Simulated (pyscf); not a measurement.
**Four-centre exchange: `[NH2][SiH2][NH2]` + `[FH]` → `[NH2][SiH]([NH2])[F]` + `[H][H]`**

Gas phase, singlet surface, charge 0. Bonds broken: Si2–H6, F10–H11. Bonds formed: Si2–F10, H6–H11. PySCF, gas phase, ωB97X-D3(BJ)/def2-SVP geometries.

Transition state (Å):

```xyz
11

N     -1.5900    -0.9047     0.4797
Si    -0.6128     0.4900     0.2987
N     -0.5539     0.5950    -1.4419
H     -2.1222    -1.2497    -0.3102
H     -2.0035    -1.1462     1.3719
H     -0.9684     2.1943     0.2195
H      0.7294     0.4748     0.9221
H     -0.3418    -0.2518    -1.9628
H     -0.1155     1.3973    -1.8822
F     -1.3463     1.1840     2.0068
H     -1.2311     1.9898     1.1316
```

One imaginary mode, 1012i cm⁻¹; descent along it reached the two sides named.

| bond | change | reactant side (Å) | saddle | product side |
|---|---|---|---|---|
| Si2–H6 | breaks | 1.515 | 1.743 | 4.1 |
| F10–H11 | breaks | 0.929 | 1.195 | 2.387 |
| Si2–F10 | forms | 3.1 | 1.984 | 1.640 |
| H6–H11 | forms | 1.808 | 0.971 | 0.761 |

Electronic energies relative to the separated reactants (kcal/mol):

```csv
level,barrier,reaction energy,reverse barrier
ωB97X-D3(BJ)/def2-TZVP,25.0,-36.0,61.0
PBE/def2-TZVP,19.2,-34.8,54.0
r²SCAN/def2-TZVP,20.3,-38.0,58.3
B3LYP-D3(BJ)/def2-TZVP,24.5,-36.5,61.1
PBE0-D3(BJ)/def2-TZVP,22.9,-34.3,57.3
M06-2X/def2-TZVP,25.9,-38.5,64.4
ωB97M-D3(BJ)/def2-TZVP,24.3,-36.1,60.5
HF/def2-TZVP,44.0,-35.4,79.4
```

With ωB97M-D3(BJ)/def2-TZVP energies and thermal terms (ideal gas, 1 atm, RRHO with modes under 100 cm⁻¹ raised to 100, one conformer, R ln 2 for chiral ones without a mode under 150 cm⁻¹), in kcal/mol:

| T (K) | ΔH‡ | ΔG‡ | ΔH | ΔG |
|---|---|---|---|---|
| 298 | 23.3 | 33.5 | -38.4 | -37.1 |
| 600 | 22.9 | 44.1 | -37.8 | -35.9 |
| 900 | 23.1 | 54.6 | -37.3 | -35.1 |
| 1200 | 23.5 | 65.1 | -37.0 | -34.4 |

At the saddle there is also a short H–Si contact that neither side keeps. This is the saddle that the search found; another between the same sides may lie lower.
